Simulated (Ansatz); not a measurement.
Energy needed to pull apart SiNH4 (SMILES [NH][SiH3]), doublet, into free ground-state atoms, from the structure below (displaced at random from a GFN2-xTB minimum); no zero-point or spin–orbit terms; open-shell atoms are treated unrestricted, in their ground-state multiplicity.

N1  (0.569, -0.809, 0.814)
Si2  (-0.216, 0.349, -0.120)
H3  (0.965, -1.688, 0.508)
H4  (-1.299, -0.209, -0.936)
H5  (0.743, 0.930, -1.105)
H6  (-0.711, 1.392, 0.795)
(Å)

Program: Ansatz 0.2.0. Basis: def2-TZVPP. Cores are frozen in the correlated methods; orbitals are unrestricted.

```json
{"method": "PBE-D4", "atomization energy (kJ/mol)": "?"}
{"method": "revPBE-D4", "atomization energy (kJ/mol)": "1639"}
{"method": "r2SCAN-D4", "atomization energy (kJ/mol)": "1667"}
{"method": "B97M-V", "atomization energy (kJ/mol)": "1680"}
{"method": "PBE0-D4", "atomization energy (kJ/mol)": "1647"}
{"method": "wB97M-V", "atomization energy (kJ/mol)": "1675"}
{"method": "HF", "atomization energy (kJ/mol)": "1195"}
{"method": "MP2", "atomization energy (kJ/mol)": "?"}
{"method": "CCSD", "atomization energy (kJ/mol)": "1595"}
{"method": "CCSD(T)", "atomization energy (kJ/mol)": "1610"}
```

(1) What does MP2 give? (To be estimated.)

(2) What does PBE-D4 give? (Judge from chemistry; the value comes from the calculation.)

The T1 diagnostic stays at or below 0.016. ⟨S²⟩ of the unrestricted Hartree–Fock references: 0.76 (a pure state has 0.75).

## Answers

(1) By the calculation: 1588 kJ/mol, which is about 22 kJ/mol less than CCSD(T)/def2-TZVPP.

(2) Computed: 1668 kJ/mol, which is about 59 kJ/mol more than CCSD(T)/def2-TZVPP.

In triple zeta the MP2 and coupled-cluster atomization energies are still short of their basis limit by a few kcal/mol a bond, whereas those of the functionals are nearly converged, so these differences are not deviations from converged CCSD(T).

For scale, one of the runs: CCSD(T)/def2-TZVPP forces, 129 basis functions, launched by `ansatz run in.yaml --threads 4 --pin off --events-out ev --progress --plain --max-ram 5222MiB`. Time: 82 s of wall clock on 4 CPU threads of an Arm Neoverse N1; the host was shared. Peak host memory: 2.3 GiB.
